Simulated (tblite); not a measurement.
Species: PF2PH2, F₂H₂P₂.
Bonds: F1–P2, P2–F3, P2–P4. Hydrogens: H5, H6 on P4.

Computed with GFN2-xTB (tblite), gas phase: L-BFGS steps from a force-field or distance-geometry start until the largest atomic force falls under 0.01 eV/Å.

Step 11: E = -424.5139 eV
```
atom  x, y, z in Å  |  force x, y, z in eV/Å
F1     -1.7207   -1.1435   -0.0918   -0.081   0.204   0.028
P2     -0.8381    0.0591   -0.7357   -0.079  -0.161  -0.138
F3     -1.3939    1.2046    0.2961    0.291  -0.363   0.102
P4      1.1105   -0.6544    0.0696    0.026   0.551  -0.567
H5      1.1314    0.1776    1.1678   -0.105   0.208   0.365
H6      1.7140    0.3586   -0.7275   -0.051  -0.439   0.209
```

Step 12: E = -424.5348 eV
```
atom  x, y, z in Å  |  force x, y, z in eV/Å
F1     -1.7266   -1.1519   -0.1003   -0.046   0.253   0.060
P2     -0.8381    0.0502   -0.7391   -0.030  -0.084  -0.044
F3     -1.3537    1.2052    0.3122    0.250  -0.475   0.006
P4      1.1204   -0.6469    0.0681   -0.170   0.459  -0.323
H5      1.0990    0.1909    1.1769   -0.050   0.103   0.127
H6      1.7020    0.3544   -0.7394    0.047  -0.256   0.174
```

Step 13: E = -424.5537 eV
```
atom  x, y, z in Å  |  force x, y, z in eV/Å
F1     -1.7309   -1.1499   -0.1024   -0.055   0.185   0.085
P2     -0.8421    0.0434   -0.7480    0.055   0.000   0.000
F3     -1.3235    1.1927    0.3234    0.180  -0.431  -0.030
P4      1.1235   -0.6323    0.0603   -0.353   0.188   0.082
H5      1.0791    0.2021    1.1882   -0.018  -0.013  -0.136
H6      1.6970    0.3459   -0.7429    0.192   0.070  -0.001
```

Step 14: E = -424.5641 eV
```
atom  x, y, z in Å  |  force x, y, z in eV/Å
F1     -1.7319   -1.1422   -0.1005   -0.091   0.086   0.082
P2     -0.8428    0.0407   -0.7554    0.086   0.013  -0.015
F3     -1.3063    1.1760    0.3288    0.118  -0.288   0.002
P4      1.1186   -0.6256    0.0565   -0.344   0.058   0.252
H5      1.0703    0.2098    1.1904   -0.022  -0.063  -0.230
H6      1.6952    0.3432   -0.7413    0.254   0.195  -0.091
```

**Question.** Estimate the geometry and energy of step 15. (The exact step hangs on the optimiser's Hessian estimate; all steps are aligned on step 14, rigid shifts and turns removed.)

**Answer.** E = -424.5751 eV, largest force 0.324 eV/Å
```
atom  x, y, z in Å  |  force x, y, z in eV/Å
F1     -1.7349   -1.1319   -0.0973   -0.118  -0.027   0.053
P2     -0.8410    0.0370   -0.7647    0.059  -0.004  -0.044
F3     -1.2809    1.1512    0.3368    0.021  -0.057   0.065
P4      1.1071   -0.6176    0.0562   -0.165  -0.050   0.258
H5      1.0568    0.2195    1.1885   -0.039  -0.058  -0.240
H6      1.6960    0.3438   -0.7410    0.242   0.195  -0.091
```

The energy changes by -0.0111 eV. The first-order estimate −F·Δx gives -0.0166 eV and the mean of the old and new forces, exact on a quadratic surface, -0.0110 eV. The step makes an angle of 58° with the force vector and moves no atom by more than 0.036 Å.

Hardware: one thread of an Arm Neoverse V2, on a shared host.
